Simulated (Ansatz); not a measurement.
```yaml
crystal:
  periodic: [false, false, false]
  atoms:
    - {symbol: F, position_ang: [-1.477232, -0.600482, -0.005752]}
    - {symbol: N, position_ang: [0.422822, 1.588882, 0.013932]}
    - {symbol: Ge, position_ang: [0.304828, -0.149323, -0.001182]}
basis:
  gaussian: {orbitals: def2-TZVP}
magnetization: {spin_polarized: true, initial_magnetization: 2}
hamiltonian: {xc: pbe0}
relax: {f_tol: 0.004, max_steps: 80}
```

```sh
$ ansatz run in.yaml --threads 1 --pin off --events-out ev --progress --plain --max-ram 2176MiB
```

Steps of the relaxation (energy above the last step; positions in Å, forces in eV/Å):

```
3
step 1, 362.3 meV
F    -1.477   -0.600   -0.006    1.759    0.493    0.005
N     0.423    1.589    0.014    0.041    1.330    0.012
Ge    0.305   -0.149   -0.001   -1.799   -1.824   -0.016
```

```
3
step 2, 261.9 meV
F    -1.452   -0.582   -0.006    0.907    0.299    0.003
N     0.411    1.592    0.014    0.011    1.400    0.012
Ge    0.291   -0.171   -0.001   -0.918   -1.699   -0.015
```

```
3
step 3, 193.6 meV
F    -1.439   -0.565   -0.005    0.366    0.238    0.002
N     0.397    1.598    0.014   -0.042    1.914    0.017
Ge    0.292   -0.194   -0.002   -0.324   -2.151   -0.019
```

```
3
step 4, 91.7 meV
F    -1.429   -0.538   -0.005    0.166    0.198    0.002
N     0.373    1.607    0.014   -0.102    1.546    0.013
Ge    0.306   -0.231   -0.002   -0.063   -1.744   -0.015
```

```
3
step 5, 143.4 meV
F    -1.389   -0.400   -0.004    0.589   -0.378   -0.003
N     0.249    1.644    0.014    0.413   -1.253   -0.011
Ge    0.391   -0.405   -0.003   -1.003    1.631    0.014
```

```
3
step 7, 4.1 meV
F    -1.401   -0.454   -0.004    0.071   -0.091   -0.001
N     0.300    1.611    0.014    0.084    0.117    0.001
Ge    0.352   -0.318   -0.003   -0.155   -0.026    0.000
```

```
3
step 10, 0.0 meV
F    -1.410   -0.481   -0.005    0.001    0.000    0.000
N     0.324    1.628    0.014    0.000    0.000    0.000
Ge    0.336   -0.308   -0.003   -0.001    0.000    0.000
```

Close pairs at the end: F1–Ge3 1.754 Å, N2–Ge3 1.936 Å.

A stationary point of unrestricted PBE0 after 10 steps, with ⟨S²⟩ = 2.007 against 2.00 for a pure state; no frequencies were run, so it isn't proven a minimum. 97 s on 1 thread of Arm Neoverse V2, shared host.
